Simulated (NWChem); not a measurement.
System meant: Be

Input file for NWChem:

```
start job
memory heap 200 mb stack 900 mb global 1100 mb
geometry units angstroms noautoz
  Be     0.000000     0.000000     0.000000
end
basis spherical
  Be library def2-svp
end
dft
  odft
  mult 2
  xc b3lyp
  iterations 150
  mulliken
end
task dft energy
```

End of the output:

```
  No.       Tag          Charge          X              Y              Z
 ---- ---------------- ---------- -------------- -------------- --------------
    1 Be                   4.0000     0.00000000     0.00000000     0.00000000

      Atomic Mass
      -----------

      Be                 9.012180

 Effective nuclear repulsion energy (a.u.)       0.0000000000

            Nuclear Dipole moment (a.u.)
            ----------------------------
        X                 Y               Z
 ---------------- ---------------- ----------------
     0.0000000000     0.0000000000     0.0000000000

            XYZ format geometry
            -------------------
     1
 geometry
 Be                    0.00000000     0.00000000     0.00000000

 Summary of "ao basis" -> "" (spherical)
 ------------------------------------------------------------------------------
       Tag                 Description            Shells   Functions and Types
 ---------------- ------------------------------  ------  ---------------------
 Be                         def2-svp                 5        9   3s2p

                                 NWChem DFT Module
                                 -----------------

 Summary of "ao basis" -> "ao basis" (spherical)
 ------------------------------------------------------------------------------
       Tag                 Description            Shells   Functions and Types
 ---------------- ------------------------------  ------  ---------------------
 Be                         def2-svp                 5        9   3s2p

  number of electrons :                    4
  multiplicity        :                    2
 ------------------------------------------------------------------------
  no. of electrons and multiplicity not compatible                   4
 ------------------------------------------------------------------------
 ------------------------------------------------------------------------
  current input line :
    16: task dft energy
 ------------------------------------------------------------------------
 ------------------------------------------------------------------------
 There is an error in the input file
 ------------------------------------------------------------------------
 For more information see the NWChem manual at https://nwchemgit.github.io

0: no. of electrons and multiplicity not compatible:Received an Error in Communication
```

What is wrong, and how is it mended?

The program refused the input. Cause: the multiplicity doesn't fit the number of electrons (an even count wants an odd multiplicity, and the reverse). This input runs:
```
start job
memory heap 200 mb stack 900 mb global 1100 mb
geometry units angstroms noautoz
  Be     0.000000     0.000000     0.000000
end
basis spherical
  * library def2-svp
end
dft
  xc b3lyp
  iterations 150
  mulliken
end
task dft energy
```
It converges to -14.65495 Ha (B3LYP/def2-SVP).
